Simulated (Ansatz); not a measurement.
Structure relaxation of NaRh2

Method: Ansatz, DFT PBE, scalar-relativistic, plane waves, PAW. Cutoff 420 eV, Γ-centred k mesh, Gaussian smearing, no spin polarisation in the final step.

NaRh2 was placed on the sites of a reported Ti2Pd cell (I4/mmm, No. 139), with Na in place of Pd, Rh in place of Ti, at a guessed volume.

```yaml
crystal:
  lattice:
    - [-1.57438, 1.57438, 5.12260]
    - [1.57438, -1.57438, 5.12260]
    - [1.57438, 1.57438, -5.12260]
  atoms:
    - { symbol: Na, position: [0.00000, 0.00000, 0.00000] }
    - { symbol: Rh, position: [0.34000, 0.34000, 0.00000] }
    - { symbol: Rh, position: [0.66000, 0.66000, 0.00000] }
```

Cell and atoms relax at zero pressure; the relaxation can't lower the symmetry of the start. After a coarse first stage the cell is made exact in the group found at 0.06 Å.

Energies over the elements count from the elements' standard structures at the same level, with no empirical corrections.

Question: Which crystal results?

Answer: It keeps I4/mmm (No. 139), but not the shape of the type it started on. Conventional cell: a = 2.747 Å, c = 13.342 Å. Na is coordinated by 4 Na at 2.75 Å and 8 Rh at 3.14 Å; Rh is coordinated by 8 Rh at 2.60–2.75 Å and 4 Na at 3.14 Å.

```
Na Rh
1.0
    -1.37360    1.37360    6.67080
     1.37360   -1.37360    6.67080
     1.37360    1.37360   -6.67080
Na Rh
1 2
Direct
  0.00000 0.00000 0.00000
  0.31481 0.31481 0.00000
  0.68519 0.68519 0.00000
```

Question: What are its volume, energy, density and gap?

Answer: The volume per atom is 16.78 Å³, the density is 7.55 g/cm³ and the energy over the elements is 0.25 eV/atom. The gap on the 24×24×24 mesh is 0 eV (a metal).

The final run used a 24×24×24 mesh on its 3-atom cell and 0.10 eV smearing. The k mesh leaves about 4 meV/atom of noise in metals. Symmetry constrained the relaxation, so the result can be a saddle point. The steps took of the order of 2.8 core-minutes in all.